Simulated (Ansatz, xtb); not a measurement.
Two isomers of H6N3P

We compare a, `N=[PH](N)N`, a singlet, with b, `NP(N)N`, a singlet. Both are isolated molecules in the gas phase, relaxed with PBE0-D3(BJ)/def2-SVP; the shapes shown needn't be the lowest conformers.

a (Å):

```xyz
10

N    -1.5110   -1.2841    0.3668
N     0.8684   -2.2231    0.8306
N     0.8759    0.3432    0.4221
P    -0.1339   -0.9085    0.9956
H    -2.2983   -0.7229    0.6830
H    -0.1111   -0.4981    2.3647
H     0.4342   -3.0447    0.4277
H     1.8418   -2.0728    0.6006
H     0.6355    1.2593    0.7950
H     0.8954    0.3912   -0.5963
```

b (Å):

```xyz
10

N     0.4595   -1.3220    1.9870
N     0.7186   -1.4983   -0.5757
N    -0.9682    0.2776    0.6879
P     0.6448   -0.2733    0.6035
H     0.1592   -0.7890    2.8019
H     1.3378   -1.7827    2.2196
H     1.5238   -1.5208   -1.1883
H     0.3237   -2.4141   -0.3745
H    -1.6923   -0.4398    0.6776
H    -1.1863    1.0275    0.0395
```

Quicker runs give these differences E(b) − E(a): GFN2-xTB −8.8 kcal/mol; HF/STO-3G −93.1 kcal/mol (at GFN2-xTB geometries); r2SCAN-D4/def2-SVP −16.6 kcal/mol (at GFN2-xTB geometries).

Q: Estimate E(b) − E(a) at the level CCSD(T)/def2-SVP + ΔMP2/def2-TZVPP.

A: Calculated at CCSD(T)/def2-SVP + ΔMP2/def2-TZVPP: E(b) − E(a) = −11.4 kcal/mol, so structure b lies lower.

The same difference at several levels:

```
                             level              geometry  E(b) − E(a) (kcal/mol)  departure from the last row (kcal/mol)  job, with rough time for the two
                          GFN2-xTB              GFN2-xTB                      −8.8                                    +2.5              optimisation, 0.96 s
                         HF/STO-3G              GFN2-xTB                     −93.1                                   −81.7              single point, 0.92 s
                r2SCAN-D4/def2-SVP              GFN2-xTB                     −16.6                                    −5.3               single point, 8.7 s
              PBE0-D3(BJ)/def2-SVP  PBE0-D3(BJ)/def2-SVP                     −18.3                                    −7.0             optimisation, 3.2 min
                       HF/def2-SVP  PBE0-D3(BJ)/def2-SVP                     −19.7                                    −8.3           part of the CCSD(T) run
                      MP2/def2-SVP  PBE0-D3(BJ)/def2-SVP                     −17.5                                    −6.1           part of the CCSD(T) run
                  CCSD(T)/def2-SVP  PBE0-D3(BJ)/def2-SVP                     −19.8                                    −8.4                      single point
CCSD(T)/def2-SVP + ΔMP2/def2-TZVPP  PBE0-D3(BJ)/def2-SVP                     −11.4                                                        single point, 33 s
```

As drawn, b has 1 N–P, 1 N–H in place of 1 N=P, 1 P–H.

None of the levels shown reverses the order. The largest departure from CCSD(T)/def2-SVP + ΔMP2/def2-TZVPP is that of HF/STO-3G, 81.7 kcal/mol. The last row adds to CCSD(T) the change of the MP2 difference between the two basis sets, here +8.4 kcal/mol, a large step that makes the value less sure.

With harmonic frequencies from PBE0-D3(BJ)/def2-SVP (ideal gas, rigid rotor, one conformer each, 298.15 K, 1 atm): the zero-point term adds +1.3 kcal/mol; ΔH is −9.9 and ΔG −10.3 kcal/mol.

The correlated steps freeze 8 core orbitals. Programs: Ansatz 0.2.0, xtb 6.7.1; the last row on 1 thread of AMD EPYC (Zen 3) on a shared host.
